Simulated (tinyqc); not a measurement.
Ways to converge the cycle: SCF convergence aids in the sto-3g basis, for CH2, spin multiplicity 3. Computed by the program tinyqc with PySCF. UHF with one setting changed at a time; a run stops when the energy changes by less than 1e-09 hartree and the error matrix is below 1e-5. The start is the Wolfsberg-Helmholz matrix. Damping d keeps d of the old density; a shift (hartree) raises the virtual levels; DIIS n extrapolates F over n matrices.

Geometry (angstrom):
```
atom       x        y       z
C     0.0000   0.0000  0.0000
H     0.0000   1.1480  0.6550
H     0.0000  -1.1910  0.6800
```

lowest solution found by these runs and by PySCF with stability checks = -38.356260 hartree

Largest element of the error matrix X^T (FDS - SDF) X:
```
iteration    plain  damping 0.3  damping 0.6  shift 0.4   DIIS 3   DIIS 8
1          2.1e-01      2.1e-01      2.1e-01    2.1e-01  2.1e-01  2.1e-01
2          4.5e-02      7.7e-02      1.3e-01    8.1e-02  4.5e-02  4.5e-02
3          1.5e-02      3.3e-02      8.7e-02    3.5e-02  1.4e-02  1.4e-02
4          5.6e-03      1.8e-02      5.8e-02    2.0e-02  2.8e-03  2.8e-03
5          2.3e-03      1.0e-02      3.9e-02    1.1e-02  1.1e-03  1.1e-03
6          1.3e-03      5.7e-03      2.7e-02    5.9e-03  6.1e-04  5.9e-04
8          6.2e-04      2.1e-03      1.3e-02    1.9e-03  6.6e-05  4.3e-05
10         3.7e-04      1.0e-03      7.4e-03    6.6e-04  2.1e-05  8.9e-06
14         1.6e-04      4.1e-04      2.5e-03    1.8e-04        -        -
20         4.9e-05      1.6e-04      8.1e-04    6.3e-05        -        -
30               -      4.3e-05      2.6e-04    1.7e-05        -        -
45               -            -      7.8e-05          -        -        -
60               -            -      2.6e-05          -        -        -
```

How each run ends:
```
run          iterations  E (hartree)                                                        state
plain                29    -38.35626                                                 lowest found
damping 0.3          42    -38.35626                                                 lowest found
damping 0.6         >60    -38.35626  falls steadily but slowly, by a factor of about 0.93 a step
shift 0.4            35    -38.35626                                                 lowest found
DIIS 3               13    -38.35626                                                 lowest found
DIIS 8               12    -38.35626                                                 lowest found
```

What does the comparison show, and why?

5 of 6 runs reach the lowest solution found, in 12 to 42 iterations (fastest: DIIS 8). Not converged: damping 0.6. Plain steps already contract here, so damping only slows them. DIIS 3 and DIIS 8 gain by cancelling the error over several earlier matrices, much as a quasi-Newton step does.
